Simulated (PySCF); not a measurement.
Gas-phase reaction: 2 AlF3.NH3 → Al2F6 + 2 NH3

Computed with PySCF and rigid-rotor harmonic-oscillator thermochemistry at 1 bar. S°(298 K) at PBE0/def2-TZVP differs from the NASA 1993 table for Al2F6 (+7 J/mol/K); whether the harmonic model or the table's entry is off was not settled. † marks an energy on the PBE0/def2-TZVP geometry and frequencies. CCSD(T) freezes the core. All species are closed-shell singlets. B3LYP is the form with VWN-RPA correlation. Adducts (AlF3.NH3) have no counterpoise correction, and HF, PBE, BLYP, B3LYP and PBE0 lack dispersion. AlF3.NH3: computed as isolated molecules; such fragments, hydroxides, amides, oligomers or adducts are transient or little studied in the gas. CCSD(T) isn't extrapolated to the basis-set limit. The harmonic model lacks anharmonicity and excited electronic states, which grow with temperature; levels with a mode under 35 cm⁻¹ are left out. Soft modes under 120 cm⁻¹ make the harmonic entropy rough for AlF3.NH3, Al2F6.

ΔH° and ΔS° at 298 K: B3LYP/def2-TZVP† 127 kJ, 77 J/K; CCSD(T)/def2-SVP† 123 kJ, 77 J/K; HF/def2-TZVP† 124 kJ, 77 J/K.

Q: With the heat capacities included, give log10 K (1 bar) at 600, 1400, 1600, 1800, 2000 K from B3LYP/def2-TZVP†, CCSD(T)/def2-SVP†, HF/def2-TZVP†.

A: 
| T (K) | B3LYP/def2-TZVP† | CCSD(T)/def2-SVP† | HF/def2-TZVP† |
|---|---|---|---|
| 600 | -7.1 | -6.7 | -6.8 |
| 1400 | -1.0 | -0.8 | -0.8 |
| 1600 | -0.4 | -0.3 | -0.3 |
| 1800 | 0.0 | 0.1 | 0.1 |
| 2000 | 0.3 | 0.4 | 0.4 |
